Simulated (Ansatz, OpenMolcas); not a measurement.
How methods differ on AlSiH4Cl (SMILES [SiH3][AlH][Cl])

AlSiH4Cl has 7 atoms, charge 0, and is taken as a singlet. SMILES: `[SiH3][AlH][Cl]`. The shape is that of a PBE0-D4/def2-TZVP optimisation.

```tsv
atom	x (Å)	y (Å)	z (Å)
Si	-0.8612	0.5825	-0.3112
Al	1.0948	-0.6124	0.5431
Cl	1.7834	-2.2231	-0.6229
H	-2.0127	-0.3518	-0.4553
H	-0.5676	1.1547	-1.6551
H	-1.2766	1.6961	0.5863
H	1.9011	-0.3140	1.8695
```

Each level gives the energy change with the Si1–H6 bond stretched from 1.489 to 3.277 Å (eV). The values are calculated.

| level | kind | program | value (eV) | CPU time (all runs) |
| --- | --- | --- | --- | --- |
| HF/aug-cc-pVDZ (restricted) | Hartree–Fock | OpenMolcas | 5.03 | 49 s |
| SVWN5/aug-cc-pVDZ (restricted) | LDA | Ansatz | 3.95 | 11 s |
| revPBE/aug-cc-pVDZ (restricted) | GGA | OpenMolcas | 3.86 | 2.3 min |
| M06-L/aug-cc-pVDZ (restricted) | meta-GGA | OpenMolcas | 4.28 | 3.2 min |
| PBE0/aug-cc-pVDZ (restricted) | global hybrid | Ansatz | 4.34 | 17 s |
| wB97X/aug-cc-pVDZ (restricted) | range-separated hybrid | Ansatz | 4.74 | 58 s |
| RPA@PBE0/aug-cc-pVDZ (restricted) | RPA | Ansatz | 4.07 | 25 s |
| CCSD/aug-cc-pVDZ (restricted) | coupled cluster or CI | Ansatz | 3.79 | 33 s |

The first shape isn't each level's own minimum. The values span 3.79 to 5.03 eV. CPU times are rough (shared hosts, several kinds of processor and program).
